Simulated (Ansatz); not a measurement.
## Ansatz (development build ahead of 0.2.0) run

```yaml
crystal:
  periodic: [false, false, false]
  atoms:
    - { symbol: O, position_ang: [0.0, 0.0, 0.0] }
    - { symbol: O, position_ang: [0.0, 0.0, 8.0] }
basis:
  gaussian: { orbitals: pcseg-2 }
magnetization:
  initial_magnetization: 2
hamiltonian:
  xc: pbe0
```

The input is written out in the form of the current development build from the run's settings.

The run gave:

* Converged: yes
* Total energy: -149.92167 hartree
* Spin squared of the determinant: 2.000
* Stability test: minimum among restricted orbitals

Caution: stretched shape with no unrestricted run beside it, a lower state can exist.
